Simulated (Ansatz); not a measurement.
# SiHF₂ (doublet): from Hartree-Fock to the top rungs, cc-pVDZ

The task here is to estimate one member of a computed series from the others.

The runs use Ansatz 0.2.0, Gaussian basis; cc-pVDZ, core rule «outside noble gas», up to 7 orbitals frozen.

To be run: UHF; CCSD(T) on ROHF; CCSD(T) on UHF; BCCD(T) on ROHF; CISD; CCSDT(Q) on ROHF; CCSDT(Q) on UHF.

9 further runs of the same task are left out: 5 for a known fault of the program, 4 set aside as unsound or not needed.

## The system

The geometry is a PBE0/def2-TZVP stationary point (not a proven minimum).

4 atoms, charge 0, spin multiplicity 2.

Atoms are counted from 1 here; the program's logs count them from 0.

Bond lengths: Si1–F2 1.592 Å, Si1–F3 1.592 Å, Si1–H4 1.493 Å. Angles: F2–Si1–F3 107.3°, F2–Si1–H4 107.6°, F3–Si1–H4 107.6°.

The first run:

Input file in.yaml:

```yaml
crystal:
  periodic: [false, false, false]
  atoms:
    - {symbol: Si, position_ang: [-0.130217, -0.507043, 0.000000]}
    - {symbol: F, position_ang: [0.070738, 0.415258, -1.281724]}
    - {symbol: F, position_ang: [0.070738, 0.415259, 1.281724]}
    - {symbol: H, position_ang: [0.961743, -1.525831, 0.000001]}
basis:
  gaussian: {orbitals: cc-pVDZ}
magnetization: {spin_polarized: true, initial_magnetization: 1}
hamiltonian: {xc: hf}
output: {orbitals: {seedname: orbitals}}
```

Started as:

```console
$ ansatz run in.yaml --threads 1 --pin off --events-out ev --progress --plain --max-ram 4096MiB --backend cpu
```

Among the steps run: UHF; CCSD(T) on ROHF; CCSD(T) on UHF; BCCD(T) on ROHF; CISD; CCSDT(Q) on ROHF; CCSDT(Q) on UHF.

One table of the session follows, with a row left open; its other results are not shown here.

| method | from UCCSDT(Q) (meV) |
| --- | --- |
| ROHF | +12921.7 |
| UHF | +12885.2 |
| RMP2 | +608.7 |
| UMP2 | ? |
| CISD | +1343.1 |
| RCCSD | +248.8 |
| UCCSD | +248.0 |
| RCCSD(T) | +43.5 |
| UCCSD(T) | +43.0 |
| BCCD(T) | +37.0 |
| RCCSDT | +27.8 |
| UCCSDT | +27.5 |
| RCCSDT(Q) | +3.3 |
| UCCSDT(Q) | 0 |

Q: Estimate the row for UMP2 from the others.

The run gave: from UCCSDT(Q) (meV): +600.9. In the column «from UCCSDT(Q) (meV)» it lies between RCCSD (+248.8) and RMP2 (+608.7).

To keep in mind: Restricted and unrestricted rows rest on different reference determinants; where their highest levels disagree by more than a few hundredths of an eV, they describe different states and don't form one ladder.
